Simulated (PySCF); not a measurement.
Species: diiminomethane, CH2N2.
Bonds: N1–C2 (double), C2–N3 (double). Hydrogens: H4 on N1; H5 on N3.

Computed by this run: PySCF, PBE0-D3(BJ)/def2-TZVP geometry optimisation, gas phase; density fitting, grid level 2; the optimiser is geomeTRIC in internal coordinates, started from a GFN2-xTB structure with every atom displaced at random (about 0.01 Å).

Step 0: E = -4045.4897 eV
```
atom  x, y, z in Å  |  force x, y, z in eV/Å
N1     -1.1038   -0.4694   -0.0228   -3.091  -0.692  -0.021
C2      0.0065   -0.0550    0.0082    0.809  -0.085   0.086
N3      1.1919    0.0379   -0.0287    2.597   0.571  -0.075
H4     -1.8803   -0.0317   -0.4861   -0.001   0.126   0.039
H5      1.8188    0.4849    0.6203   -0.314   0.079  -0.030
```

Step 1: E = -4045.6419 eV
```
atom  x, y, z in Å  |  force x, y, z in eV/Å
N1     -1.1268   -0.4986   -0.0044   -0.002  -0.029   0.006
C2      0.0402   -0.1553   -0.0166   -0.022   0.077  -0.001
N3      1.2446    0.0134   -0.0682   -0.145  -0.146  -0.171
H4     -1.8397    0.0557   -0.4588    0.111  -0.004   0.020
H5      1.7148    0.5515    0.6389    0.057   0.103   0.147
```

Question: Estimate the geometry and energy of step 2. (The exact step hangs on the optimiser's Hessian estimate; all steps are aligned on step 1, rigid shifts and turns removed.)

Answer: E = -4045.6434 eV, largest force 0.088 eV/Å
```
atom  x, y, z in Å  |  force x, y, z in eV/Å
N1     -1.1269   -0.5021   -0.0015   -0.052  -0.065   0.026
C2      0.0384   -0.1560   -0.0169    0.037   0.038   0.008
N3      1.2418    0.0123   -0.0725    0.032  -0.017  -0.031
H4     -1.8297    0.0595   -0.4582   -0.005   0.032  -0.018
H5      1.7096    0.5529    0.6401   -0.011   0.011   0.015
```

The energy changes by -0.0015 eV. The first-order estimate −F·Δx gives -0.0025 eV and the mean of the old and new forces, exact on a quadratic surface, -0.0015 eV. The step makes an angle of 60° with the force vector and moves no atom by more than 0.011 Å.

What follows is the cost of the whole optimisation. Hardware: one thread of an Arm Neoverse V2, on a shared host. Cost: 10 s, 0.41 GiB resident at most.
